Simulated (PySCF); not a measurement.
Gas-phase reaction: 4 NH₃ + N₂ = 6 NH₂

Computed with PySCF (xtb for GFN2) and rigid-rotor harmonic-oscillator thermochemistry at 1 bar. The comparison is the NASA 1993 polynomial table, which mixes measured and estimated data. † marks an energy on the PBE0/def2-TZVP geometry and frequencies; other levels use their own. MP2 and CCSD(T) freeze the core. Open shells (unrestricted): NH₂ (multiplicity 2); the rest are closed-shell singlets. GFN2 has no spin-polarisation term. MP2 isn't extrapolated to the basis-set limit. CCSD(T) isn't extrapolated to the basis-set limit. The table's entry may be an old estimate for NH₂ (not checked at source).

```csv
level,"ΔH°(298 K), kJ"
table,1318.6
BLYP/def2-TZVP†,?
CCSD(T)/def2-SVP†,?
GFN2-xTB,1550.6
M06-2X/def2-TZVP†,1299.9
MP2/def2-SVP†,1339.6
PBE0/def2-QZVP†,?
```

### Question
What belongs in the gaps?

### Answer

- BLYP/def2-TZVP†, ΔH°(298 K), kJ: 1234.8
- CCSD(T)/def2-SVP†, ΔH°(298 K), kJ: 1244.5
- PBE0/def2-QZVP†, ΔH°(298 K), kJ: 1221.3
